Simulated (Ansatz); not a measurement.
From input file to script: C5H8O, SMILES CC1C=COC1 in Ansatz 0.2.0.

```yaml
crystal:
  periodic: [false, false, false]
  atoms:
    - { symbol: C, position_ang: [1.6053, -0.2253, 0.2912] }
    - { symbol: C, position_ang: [0.318, 0.0124, -0.5007] }
    - { symbol: C, position_ang: [-0.6789, -1.0683, -0.2378] }
    - { symbol: C, position_ang: [-1.7857, -0.5579, 0.2582] }
    - { symbol: O, position_ang: [-1.6939, 0.8136, 0.3916] }
    - { symbol: C, position_ang: [-0.429, 1.2843, -0.0479] }
    - { symbol: H, position_ang: [1.3922, -0.2961, 1.3801] }
    - { symbol: H, position_ang: [2.3144, 0.6115, 0.1164] }
    - { symbol: H, position_ang: [2.0869, -1.169, -0.043] }
    - { symbol: H, position_ang: [0.5429, 0.0567, -1.5889] }
    - { symbol: H, position_ang: [-0.5283, -2.1219, -0.4345] }
    - { symbol: H, position_ang: [-2.6602, -1.1342, 0.5287] }
    - { symbol: H, position_ang: [0.0832, 1.8106, 0.7867] }
    - { symbol: H, position_ang: [-0.5669, 1.9837, -0.9001] }
basis:
  gaussian: { orbitals: STO-3G }
correlation:
  method: mp2
  electrons: all
output:
  forces: true
```

The program run on that file:
```console
$ ansatz run input.yaml --threads 1 --pin off --max-ram 4096MiB --backend cpu --events-out ev --progress --plain --runs-dir out
Engine: ansatz 0.2.0, aarch64-unknown-linux-gnu
Functional definition: HF
  exchange = exact_x
  correlation = 0
542 factors; integrals over basis functions are off by at most 4.3e-5 eV
mean field evaluation 1: about -7222.5185 eV, gradient 2.3e1 eV
mean field evaluation 2: about -7222.9053 eV, gradient 2.3e1 eV
mean field evaluation 4: about -7224.7507 eV, gradient 1.7e0 eV
mean field evaluation 8: about -7224.7629 eV, gradient 3.4e-2 eV
mean field -7224.76289322 eV, -265.5051392056 hartree, gradient 2.8e-6 eV, S^2 0.000000; 0 other end points of the search recorded, 0 dependent functions left out; unrestricted orbitals would lower it
mean field evaluation 16: about -7224.8066 eV, gradient 1.2e-1 eV
reference -7224.76289322 eV, -265.5051392056 hartree; 23, 23 occupied and 15, 15 virtual orbitals, 542 factors
second order -8.46808665 eV of doubles, -0.00000000 eV of singles
the calculation of the forces begins
Total energy: -7233.23097987 eV, -265.8163356502 hartree
Atom 0 at     1.605300    -0.225300     0.291200 Å, force     1.429650    -0.112402     0.343203 eV/Å
Atom 1 at     0.318000     0.012400    -0.500700 Å, force     1.598647    -0.083179    -1.352563 eV/Å
Atom 2 at    -0.678900    -1.068300    -0.237800 Å, force     0.616723    -2.365140    -0.776838 eV/Å
Atom 3 at    -1.785700    -0.557900     0.258200 Å, force     0.328597     0.000803    -0.099424 eV/Å
Atom 4 at    -1.693900     0.813600     0.391600 Å, force    -4.367915     2.225396     1.997634 eV/Å
Atom 5 at    -0.429000     1.284300    -0.047900 Å, force     0.814742    -0.083068    -0.664122 eV/Å
Atom 6 at     1.392200    -0.296100     1.380100 Å, force     0.109414     0.026741    -0.354124 eV/Å
Atom 7 at     2.314400     0.611500     0.116400 Å, force    -0.036934    -0.264516     0.184402 eV/Å
Atom 8 at     2.086900    -1.169000    -0.043000 Å, force    -0.034201     0.261772     0.208010 eV/Å
Atom 9 at     0.542900     0.056700    -1.588900 Å, force     0.226171     0.102562     0.150435 eV/Å
Atom 10 at    -0.528300    -2.121900    -0.434500 Å, force     0.331794    -0.453587    -0.170574 eV/Å
Atom 11 at    -2.660200    -1.134200     0.528700 Å, force    -1.040360     0.346807     0.470733 eV/Å
Atom 12 at     0.083200     1.810600     0.786700 Å, force     0.054339     0.119274    -0.013744 eV/Å
Atom 13 at    -0.566900     1.983700    -0.900100 Å, force    -0.030666     0.278538     0.076972 eV/Å
Dipole moment:     0.163208    -0.069370    -0.071310 e Å
```

The script, `c5h8o_energy.py`:
```python
'''Single point of C5H8O in a Gaussian basis.'''

import json
import sys

import ansatz as az
import numpy as np

BASIS_SET = 'STO-3G'
METHOD = 'MP2'


def main() -> None:
    geometry_ang = [
        ('C', [1.6053, -0.2253, 0.2912]),
        ('C', [0.318, 0.0124, -0.5007]),
        ('C', [-0.6789, -1.0683, -0.2378]),
        ('C', [-1.7857, -0.5579, 0.2582]),
        ('O', [-1.6939, 0.8136, 0.3916]),
        ('C', [-0.429, 1.2843, -0.0479]),
        ('H', [1.3922, -0.2961, 1.3801]),
        ('H', [2.3144, 0.6115, 0.1164]),
        ('H', [2.0869, -1.169, -0.043]),
        ('H', [0.5429, 0.0567, -1.5889]),
        ('H', [-0.5283, -2.1219, -0.4345]),
        ('H', [-2.6602, -1.1342, 0.5287]),
        ('H', [0.0832, 1.8106, 0.7867]),
        ('H', [-0.5669, 1.9837, -0.9001]),
    ]
    system = az.Crystal.molecule()
    for symbol, xyz in geometry_ang:
        system = system.atom(symbol, xyz)

    job = system.calculation()
    job = job.basis(gaussian=BASIS_SET)
    job = job.correlation(METHOD, electrons='all').forces()
    try:
        report = job.run().report
    except az.AnsatzError as error:
        sys.exit(f'{type(error).__name__}: {error}')

    print('reference energy %16.6f eV' % report['reference_energy_ev'])
    print('total energy     %16.6f eV' % report['free_energy_ev'])
    print('occupied (up, down):', report['n_occupied'], ' virtual:', report['n_virtual'], ' frozen:', report['n_frozen'])

    parts = report['correlation']
    for name in ('random_phase', 'coupled_cluster', 'perturbative'):
        if name in parts:
            print(f'{name:16s} {parts[name]["energy"]["hartree"]:12.7f} Ha')
    if 'second_order' in parts:
        pair = parts['second_order']
        print(f'MP2 same spin {pair["same_spin"]["hartree"]:.7f} Ha, opposite spin {pair["opposite_spin"]["hartree"]:.7f} Ha')

    state = report['mean_field']['state']
    print(f'mean field: {state["energy"]["hartree"]:.7f} Ha, <S^2> = {abs(state["spin_squared"]):.4f}, stability: {state.get("stability", {}).get("kind")}')

    symbols = [site.symbol for site in system.cartesian_sites]
    forces = np.array(report['forces_ev_ang'])
    print('largest force', round(float(np.linalg.norm(forces, axis=1).max()), 4), 'eV/A, rms', round(float(np.sqrt((forces ** 2).mean())), 4))

    charges = report['charge_distribution']
    dipole = np.array(charges['dipole_moment_e_ang']) * 4.803205
    print('dipole (D): {:.3f} {:.3f} {:.3f}, length {:.3f}'.format(*dipole, np.linalg.norm(dipole)))
    print('atom  Mulliken   Lowdin')
    for symbol, m, l in zip(symbols, charges['mulliken_charges_e'], charges['lowdin_charges_e']):
        print(f'{symbol:4s} {m:9.3f} {l:8.3f}')
    with open('c5h8o.json', 'w') as handle:
        json.dump({k: report[k] for k in ('free_energy_ev', 'reference_energy_ev', 'n_occupied', 'n_virtual')}, handle, indent=1)


if __name__ == '__main__':
    main()
```

Running `python c5h8o_energy.py` prints:
```text
reference energy     -7224.762893 eV
total energy         -7233.230980 eV
occupied (up, down): [23, 23]  virtual: [15, 15]  frozen: 0
MP2 same spin -0.0463628 Ha, opposite spin -0.2648336 Ha
mean field: -265.5051392 Ha, <S^2> = 0.0000, stability: minimum
largest force 5.2935 eV/A, rms 1.0317
dipole (D): 0.784 -0.333 -0.343, length 0.918
atom  Mulliken   Lowdin
C       -0.157   -0.085
C       -0.039   -0.002
C       -0.110   -0.104
C        0.030    0.026
O       -0.212   -0.130
C        0.012    0.041
H        0.055    0.030
H        0.051    0.027
H        0.055    0.029
H        0.055    0.026
H        0.059    0.035
H        0.080    0.049
H        0.061    0.029
H        0.060    0.028
```

Caveats:
- The settings weren't tested for convergence.
- The geometry is a force-field or estimated start, not a minimum of this method, and the basis set is short of its limit.
- The Löwdin charges here are taken after orthogonalising the functions within each atom; they differ from plain Löwdin charges, and their signs can be unphysical.
- S² is that of the Hartree-Fock reference.
- It ran for 1.6 s on 1 thread of Arm Neoverse V1, on a shared host, peak memory 0.16 GiB.

(Lines on the test bed's own set-up are left out of the output.)
